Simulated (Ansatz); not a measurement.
Basis-set extrapolation for `C/C=N/CF` (PBE0-D4/def2-TZVP geometry, frozen core, the Gaussian-basis code of Ansatz). Multiplicity 1, RHF reference.

```json
{"": "HF", "def2-TZVPP": "-271.072926", "def2-QZVPP": "-271.085336"}
{"": "MP2 correlation", "def2-TZVPP": "-0.950942", "def2-QZVPP": "-1.021233"}
{"": "CCSD(T) correlation", "def2-TZVPP": "-1.022586", "def2-QZVPP": "not run"}
```

Energies in hartree. Use E(X) = E(∞) + A·exp(−7.88·√X) for Hartree–Fock and E(X) = E(∞) + B·X^(−2.97) for correlation, with X = 3 and 4, and add CCSD(T) minus MP2 of the smaller set to the MP2 limit.

Question: What is the CCSD(T) energy at the basis-set limit?

Answer: HF limit: -271.085336 + (-0.012410) × 0.13774 = -271.08705. MP2 limit: -1.021233 + (-0.070291) × 0.74074 = -1.07330. Higher-order term: -1.022586 − (-0.950942) = -0.07164. Total: -272.23199 hartree, 3.71 eV below CCSD(T)/def2-TZVPP.
